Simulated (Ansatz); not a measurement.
# BSiCl (quintet): from Hartree-Fock to the top rungs, cc-pVDZ

How much of the correlation energy of BSiCl (quintet) does each wave-function method recover here?

Program: Ansatz 0.2.0, Gaussian basis. Level of theory: cc-pVDZ, core rule «outside noble gas», up to 11 orbitals frozen. These are calculated values, not measurements.

To be run: UHF; CCSD(T) on ROHF; CCSD(T) on UHF; BCCD(T) on ROHF; CISD as a restricted active space (open shells left free, so some higher excitations enter); CCSDT(Q) on ROHF; CCSDT(Q) on UHF; CASSCF and MRCISD+Q, 12 electrons in 11 orbitals; CASSCF and NEVPT2, 12 electrons in 11 orbitals.

25 further runs of the same task are left out: 10 that didn't finish, 15 set aside as unsound or not needed. Runs told in other sessions of the task aren't counted.

### Step 1. What is computed

The geometry is a PBE0/def2-TZVP stationary point (not a proven minimum) of the parent state, kept for this charge and spin.

3 atoms, charge 0, spin multiplicity 5.

Atoms are counted from 1 here; the program's logs count them from 0.

Bond lengths: B1–Si2 1.881 Å, B1–Cl3 1.690 Å. Angles: Si2–B1–Cl3 180.0°.

As a file:

```xyz
3

B     0.0000    0.0000    0.0637
Si    0.0000    0.0000   -1.8172
Cl    0.0000    0.0000    1.7535
```

### Step 2. UHF

The input, in.yaml:

```yaml
crystal:
  periodic: [false, false, false]
  atoms:
    - {symbol: B, position_ang: [0.000000, 0.000000, 0.063696]}
    - {symbol: Si, position_ang: [0.000000, 0.000000, -1.817242]}
    - {symbol: Cl, position_ang: [0.000000, 0.000000, 1.753546]}
basis:
  gaussian: {orbitals: cc-pVDZ}
magnetization: {spin_polarized: true, initial_magnetization: 4}
hamiltonian: {xc: hf}
output: {orbitals: {seedname: orbitals}}
```

On the command line:

```
> ansatz run in.yaml --threads 1 --pin off --events-out ev --progress --plain --max-ram 2393MiB
```

After this run come: CCSD(T) on ROHF; CCSD(T) on UHF; BCCD(T) on ROHF; CISD as a restricted active space (open shells left free, so some higher excitations enter); CCSDT(Q) on ROHF; CCSDT(Q) on UHF; CASSCF and MRCISD+Q, 12 electrons in 11 orbitals; CASSCF and NEVPT2, 12 electrons in 11 orbitals.

Q: Predict the results of all the runs planned. Wanted: UCCSDT(Q) from the RHF energy; RMP2 from UCCSDT(Q); UMP2 from UCCSDT(Q); RCCSD from UCCSDT(Q); RCCSD(T) from UCCSDT(Q); UCCSD(T) from UCCSDT(Q); RCCSDT(Q) from UCCSDT(Q); NEVPT2 valence from UCCSDT(Q); MRCISD+Q valence from UCCSDT(Q).

As calculated:

```
                         quantity                      value
    UCCSDT(Q) from the ROHF energy                 -7.6132 eV
              RMP2 from UCCSDT(Q)              +111.4 kJ/mol
              UMP2 from UCCSDT(Q)              +113.4 kJ/mol
             RCCSD from UCCSDT(Q)               +27.4 kJ/mol
          RCCSD(T) from UCCSDT(Q)                +5.0 kJ/mol
          UCCSD(T) from UCCSDT(Q)                +5.1 kJ/mol
         RCCSDT(Q) from UCCSDT(Q)                +0.2 kJ/mol
    NEVPT2 valence from UCCSDT(Q)              +119.1 kJ/mol
  MRCISD+Q valence from UCCSDT(Q)                +9.7 kJ/mol
levels within 1 kcal/mol (43 meV)  RCCSDT, UCCSDT, RCCSDT(Q)
                    T1 diagnostic                      0.029
   effectively unpaired electrons                       4.01
```

In words: RCCSD(T) lands +5.0 kJ/mol from the yardstick (0.7 % of the correlation energy). One determinant dominates. Of the multireference levels listed MRCISD+Q valence comes nearest in total energy (+9.7 kJ/mol), which doesn't show that its space is the better one. These misses are within one basis, not against nature; the frozen cores of restricted and unrestricted runs differ, which can shift their rows.

With open shells the CI space here admits some higher excitations, so it is larger than plain CISD.
